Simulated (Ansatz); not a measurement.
Bulk modulus B0 (GPa) of solids drawn from the class of elemental solids other than molecular ones, at two levels: PBE (Ansatz, a quantum-chemistry and plane-wave program, PAW), and Hartree–Fock in Ansatz (PAW).

```json
[
 {"solid": "bcc W", "PBE": "303", "Hartree–Fock": "336", "shift (%)": "+10.9"},
 {"solid": "diamond-structure Ge", "PBE": "59.0", "Hartree–Fock": "83.4", "shift (%)": "+41"},
 {"solid": "grey tin (α-Sn)", "PBE": "35.1", "Hartree–Fock": "51.4", "shift (%)": "+46"},
 {"solid": "bcc Ba", "PBE": "8.70", "Hartree–Fock": "5.88", "shift (%)": "-32"},
 {"solid": "fcc Au", "PBE": "139", "Hartree–Fock": "73.2", "shift (%)": "-47"},
 {"solid": "fcc Pt", "PBE": "248", "Hartree–Fock": "214", "shift (%)": "-13.7"},
 {"solid": "diamond", "PBE": "433", "Hartree–Fock": "497", "shift (%)": "+14.8"}
]
```

The shifts run from -47 % to +46 %, with a median of +10.9 %.

Of 7 rows, Hartree–Fock is the larger in 4 and the smaller in 3.

Ansatz's runs of these crystals have no spin polarisation. Meta-GGAs and exact exchange favour moments, which can bear on fcc Pt.

Spin–orbit coupling is left out, also for the solids with elements from indium on (bcc W, grey tin (α-Sn), bcc Ba, fcc Au, fcc Pt); its size isn't shown.

Exact exchange on metals is sensitive to the k mesh.

Each level is taken at its own relaxed cell. Caveats: the cell is over a tenth larger than the published one: the level's own overestimate first of all, though another phase or state, or a fault of the published cell, is possible (Hartree–Fock: bcc Ba, fcc Au); the gap of the solid is closed in this run (PBE: diamond-structure Ge). Ansatz's density-functional and Hartree–Fock values are scalar-relativistic unless marked +SOC, with PAW data made under PBE.
